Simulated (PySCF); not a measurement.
Spin-Hamiltonian simulation

Molecule: 3,3,3-trifluoropropene (SMILES C=CC(F)(F)F).

Geometry:
| atom | x (Å) | y (Å) | z (Å) |
| --- | --- | --- | --- |
| C1 | 1.346 | 0.303 | -0.315 |
| C2 | 0.343 | -0.493 | 0.001 |
| C3 | -1.055 | 0.003 | 0.208 |
| F4 | -1.187 | 1.325 | 0.043 |
| F5 | -1.921 | -0.578 | -0.643 |
| F6 | -1.505 | -0.276 | 1.445 |
| H7 | 2.340 | -0.083 | -0.458 |
| H8 | 1.210 | 1.364 | -0.441 |
| H9 | 0.442 | -1.559 | 0.135 |

PySCF 2.14 calculation with J couplings at B3LYP/pcJ-1, GFN2-xTB geometry and NMR shieldings at PBE0/pcSseg-1/GIAO; single conformer, relativity neglected, isolated molecule, fast rotation and ring inversion assumed for equivalent nuclei.

References, each an isolated molecule treated in the same way: TMS for ¹H.

Shifts (ppm): F4/F5/F6 -84.4, H7 6.00, H8 6.35, H9 6.15.
Couplings (Hz): F4–F5, F4–F6, F5–F6: 81.4; F4–H7, F5–H7, F6–H7: 0.6; F4–H8, F5–H8, F6–H8: -1.7; F4–H9, F5–H9, F6–H9: 5.5; H7–H8: -0.5; H7–H9: 12.2; H8–H9: 18.8.

The 6-spin Hamiltonian (Zeeman plus full scalar coupling among like nuclei) was diagonalised exactly; lines are Lorentzian, 0.5 Hz wide, and the maxima above 3 % are listed with the tallest set to 100.

Q: Give the ¹H peak list of this spin system at 80 MHz.

A: 
| Hz | ppm | height |
| --- | --- | --- |
| 528.5 | 6.606 | 3 |
| 528.1 | 6.601 | 3 |
| 523.5 | 6.544 | 10 |
| 523.1 | 6.539 | 11 |
| 517.1 | 6.464 | 9 |
| 515.9 | 6.449 | 13 |
| 514.5 | 6.431 | 6 |
| 513.0 | 6.412 | 7 |
| 510.1 | 6.376 | 23 |
| 508.6 | 6.357 | 33 |
| 506.5 | 6.331 | 19 |
| 504.6 | 6.308 | 50 |
| 504.0 | 6.299 | 30 |
| 502.9 | 6.286 | 73 |
| 502.0 | 6.275 | 100 |
| 499.3 | 6.241 | 37 |
| 497.9 | 6.224 | 50 |
| 497.1 | 6.213 | 51 |
| 495.6 | 6.194 | 88 |
| 491.4 | 6.142 | 85 |
| 490.2 | 6.128 | 11 |
| 489.6 | 6.120 | 14 |
| 488.5 | 6.106 | 15 |
| 487.1 | 6.088 | 32 |
| 485.4 | 6.068 | 26 |
| 484.6 | 6.057 | 65 |
| 483.6 | 6.045 | 70 |
| 482.5 | 6.031 | 29 |
| 480.6 | 6.007 | 37 |
| 478.2 | 5.978 | 77 |
| 476.4 | 5.955 | 49 |
| 475.6 | 5.944 | 24 |
| 473.4 | 5.918 | 26 |
| 471.3 | 5.891 | 5 |
| 469.1 | 5.864 | 4 |

Q: And at 700 MHz?

A: 
Hz from δ = 0 (height): 4457.6 (18), 4457.4 (19), 4455.9 (50), 4455.7 (51), 4454.3 (51), 4454.1 (50), 4452.7 (19), 4452.4 (18), 4438.9 (23), 4438.6 (24), 4437.2 (67), 4436.9 (67), 4435.6 (66), 4435.3 (66), 4433.9 (25), 4433.7 (24), 4328.4 (15), 4322.9 (43), 4317.4 (44), 4316.2 (19), 4311.9 (16), 4310.8 (53), 4309.6 (13), 4305.3 (54), 4304.2 (34), 4299.9 (19), 4298.7 (33), 4297.4 (15), 4293.2 (12), 4292.0 (42), 4286.6 (42), 4281.1 (14), 4206.2 (84), 4205.8 (100), 4205.2 (82), 4194.0 (66), 4193.6 (77), 4193.2 (66)

Q: Among coupled protons with different shifts, which pair is furthest from first order, and how does the field change that?

A: H8 and H9: Δν/J is about 0.9 at 80 MHz (strongly coupled) and 7.4 at 700 MHz (intermediate, with clear roofing). J in Hz doesn't depend on the field, while Δν in Hz grows in proportion to it.

Unscaled 3J(H,H) at this level run about 10 % above measured values.
